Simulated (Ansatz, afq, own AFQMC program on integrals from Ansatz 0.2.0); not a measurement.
Two steps: Ansatz 0.2.0 writes the Fock matrix and Cholesky factors of the valence space, and afq projects on them the lowest state that overlaps trial and start.

```yaml
crystal:
  periodic: [false, false, false]
  atoms:
    - {symbol: B, position_ang: [0.000000, 0.000000, -0.074394]}
    - {symbol: H, position_ang: [0.000000, 0.000000, -1.030394]}
    - {symbol: H, position_ang: [0.000000, 0.000000, 1.104787]}
basis:
  gaussian: {orbitals: cc-pVDZ}
total_charge: 1
magnetization: {spin_polarized: false}
correlation: {method: ccsd_t, electrons: outside_noble_gas, hamiltonian_folder: ham}
```

```sh
$ ansatz run in.yaml --threads 1 --pin off --events-out ev --progress --plain --max-ram 16896MiB --backend cuda --devices 0, --max-vram 18GiB
```

Options of the walk:

```
--method free --trial mp1 --walkers 50 --time-step 0.08 --max-blocks 30 --target-error 0.00048 --factor-cut 1e-05 --seed 7089 --times 0.0,0.16,0.4,0.8,1.2 --taylor-order 8
```

Times are imaginary, in 1/Eh. The walk had a cap of 60 s.

```
orbitals 23  electrons 2 2  factors 161 of 219
reference energy -25.43293570 Eh
CCSD correlation -0.07106636 Eh in 9 cycles, weight of the determinant in the CISD state 0.9635
repeat  energy at the last time / Eh  error
    10  -25.504045  0.000700
    20  -25.504307  0.000502
    30  -25.504372  0.000396
time / (1/Eh)  energy / Eh  error  mean overlap
  0.00  -25.503981  0.000368  1.0271
  0.16  -25.504158  0.000368  1.0256
  0.40  -25.504268  0.000338  1.0287
  0.80  -25.504073  0.000373  1.0376
  1.20  -25.504372  0.000396  1.0287
energy -25.504372 +/- 0.000396 Eh
```

Problem. Estimate how long the walk took on 1 × NVIDIA H100 80GB HBM3 with 2 threads of AMD EPYC 7R13 Processor (Zen 3) (shared host) (the card was shared).

Solution. 0.8 s of wall time.

The run passed its tests (error under three times the target), which doesn't prove that it has relaxed.

Against this walk (error 10.8 meV) on the same determinant: CCSD(T) 4.5 meV lower (within the noise), CCSDT(Q) 10.0 meV lower (within the noise), full CI 10.1 meV lower (within the noise). The error is statistical, and a free projection of finite length keeps a remainder of its start.

Cautions: remainder of the start not in the error; the time-step error isn't removed.

CCSDT and higher add their correlation energy to the determinant of the CCSD(T) run, since their own runs factorise the integrals more tightly (a shift of under 2 meV). A walk keeps the symmetry of its determinant, which the program's search chose and which needn't be the lowest solution, so a lower state of the same spin and another symmetry isn't excluded.
